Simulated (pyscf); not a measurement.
H₃C–CH₂–F (SMILES CCF) + H• (SMILES [H]) → •H₂C–CH₃ (SMILES [CH2]C) + HF (SMILES F), an atom transfer (doublet surface; C–F broken, F–H formed). Single points on ωB97X-D3(BJ)/def2-SVP structures (PySCF, gas phase). Correlated levels are frozen-core, on RHF or UHF. ΔMP2 is the change of the MP2 total energy from the triple- to the quadruple-zeta basis. Energies in kJ/mol from the separated reactants.

Small-basis levels: PySCF, no dispersion term, spherical d functions. Open shells are spin-unrestricted. 

### Question
Quick HF/3-21G single points give ΔE‡ = 166.0 kJ/mol and ΔE = -50.0 kJ/mol. What does CCSD(T)/def2-TZVPP + ΔMP2(QZVPP) give, and how far is the quick result from it?

### Answer
CCSD(T)/def2-TZVPP + ΔMP2(QZVPP) gives ΔE‡ = 127.3 kJ/mol and ΔE = -102.7 kJ/mol. HF/3-21G lies 38.7 kJ/mol over it in the barrier and 52.7 kJ/mol over it in the reaction energy, so on this step it does not hold to within 12.6 kJ/mol. CCSD(T)/def2-TZVPP + ΔMP2(QZVPP) has limits of its own. One saddle was located; it need not be the lowest between these sides. The angle at the transferred F is 180°. The CCSD(T) − MP2 part came from Ansatz, without density fitting, on the same reference.
